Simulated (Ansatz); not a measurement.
## Diamond

Computed with r²SCAN+rVV10 (Ansatz, an electronic-structure program, PAW).

Run with plane-wave cutoff 560 eV, 16×16×16 k mesh, Fermi–Dirac smearing 0.01 eV, scalar-relativistic PAW data made under PBE.

Cell: relaxed at this level.

```
Property                                                 Result
-------------------------------------------  ------------------
equilibrium volume per atom                        5.63 Å³/atom
bulk modulus                                            454 GPa
lattice parameter a                                     3.558 Å
band gap                                     4.34 eV (indirect)
smallest direct gap on the k points sampled             5.89 eV
width of the whole s-p valence band                    22.79 eV
pressure derivative B′ of the bulk modulus                  3.7
```

Measured, for comparison: equilibrium volume per atom 5.61 Å³/atom (static lattice: zero-point anharmonic expansion removed; as tabulated in Mejia-Rodriguez and Trickey (2018), arXiv:1807.09216); bulk modulus 455 GPa (0 K value with the zero-point phonon effect removed; as tabulated in Mejia-Rodriguez and Trickey (2018), arXiv:1807.09216); lattice constant a 3.553 Å (static lattice: zero-point anharmonic expansion removed, our sources range from 3.543 to 3.555; as tabulated in Mejia-Rodriguez and Trickey (2018), arXiv:1807.09216). Computed (rounded) less measured: equilibrium volume per atom +0.4 %, bulk modulus -0.2 %, lattice constant a +0.1 % (+0.1 % to +0.4 % over the range).

It cost very roughly 40 core-seconds of CPU time.
